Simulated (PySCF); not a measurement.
propene cation (C₃H₆), SMILES C=CC (connectivity only; charge and spin as stated), charge +1, multiplicity 2. Atoms are numbered in the order given.

```xyz
9

C     -1.1895     0.0622    -0.2711
C      0.0453    -0.0059     0.4642
C      1.3214    -0.0756    -0.1305
H     -1.9039    -0.6844     0.1185
H     -1.7039     0.9981     0.0366
H     -1.0967     0.0098    -1.3526
H     -0.0041     0.0026     1.5533
H      1.4450     0.0911    -1.1973
H      2.2003    -0.3011     0.4658
```
Charge +1, spin multiplicity 2.

The structure is a stationary point at r2SCAN-D4/def2-TZVP. The multiplicity is an assumed one; other spin states were not compared.

These are PBE0/pcH-1 in PySCF values and carry that method's errors.

Unrestricted Kohn–Sham, ⟨S²⟩ = 0.753. Hyperfine tensors hold the contact and dipolar terms, without spin-orbit corrections.

Computed hyperfine couplings:
```csv
nucleus,A(iso) (MHz),A(iso) (G),dipolar principal values (MHz)
13C no. 1,-13.3,-4.7,"-6.8, -4.5, 11.4"
13C no. 2,6.4,2.3,"-29.6, -25.4, 55.1"
13C no. 3,42.6,15.2,"-51.3, -49.4, 100.7"
1H no. 4,97.7,34.8,"-5.9, -4.6, 10.5"
1H no. 5,155.2,55.4,"-6.3, -3.2, 9.6"
1H no. 6,-2.9,-1.0,"-3.7, -1.4, 5.1"
1H no. 7,-18.9,-6.7,"-14.1, -5.3, 19.4"
1H no. 8,-40.7,-14.5,"-23.6, -5.0, 28.6"
1H no. 9,-41.4,-14.8,"-23.9, -4.9, 28.8"
```

**Question.** And the g tensor (effective nuclear charges for spin-orbit coupling, GIAO)? (The exact figures need the calculation; the answer reports its results.)

**Answer.** principal values 2.0023, 2.0023, 2.0034; isotropic 2.0026.
